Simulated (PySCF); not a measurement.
C4H5FO.
Z-matrix (Å and degrees, GFN2-xTB geometry), rows numbered from 1:
```
C 
C   1  1.4797
C   2  1.3352  1  124.81
C   3  1.4516  2  121.01  1   179.48
O   4  1.1855  3  130.33  2    -0.95
F   4  1.3718  3  110.83  2   179.20
H   1  1.0898  2  109.86  3   121.32
H   1  1.0898  2  109.65  3  -121.26
H   1  1.0867  2  111.57  3    -0.10
H   2  1.0831  1  116.70  3   179.90
H   3  1.0799  2  122.41  1    -0.44
```

The closed-shell ground state was solved at several levels (PySCF, density fitting, gas phase, non-relativistic).

```json
{"level": "PBE0/pcSseg-1", "basis functions": "127", "total energy (Eh)": "-330.1045", "HOMO (eV)": "-8.41", "LUMO (eV)": "-1.82", "gap (eV)": "6.59", "dipole (D)": "4.28"}
{"level": "PBE0/def2-SVPD", "basis functions": "166", "total energy (Eh)": "-329.9100", "HOMO (eV)": "-8.44", "LUMO (eV)": "-1.93", "gap (eV)": "6.51", "dipole (D)": "4.36"}
```

**Question.** What might B3LYP/pcJ-1 (212 basis functions) give for the same quantities?

**Answer.** Total energy -330.5123 Eh, HOMO -8.16 eV, LUMO -2.03 eV, gap 6.13 eV, dipole 4.26 D.

**Question.** Over all these levels, which gives the widest orbital gap and which the narrowest?

**Answer.** PBE0/pcSseg-1 (global hybrid, 25 % exact exchange) has the widest, 6.59 eV, and B3LYP/pcJ-1 (global hybrid, 20 % exact exchange) the narrowest, 6.13 eV. Functional and basis both differ between the two, so the spread mixes both effects.

**Question.** How far do the dipole and the HOMO energy spread over the levels?

**Answer.** The dipole runs from 4.26 to 4.36 D (mean 4.30 D) and the HOMO from -8.44 to -8.16 eV.

One conformer stands for the species.
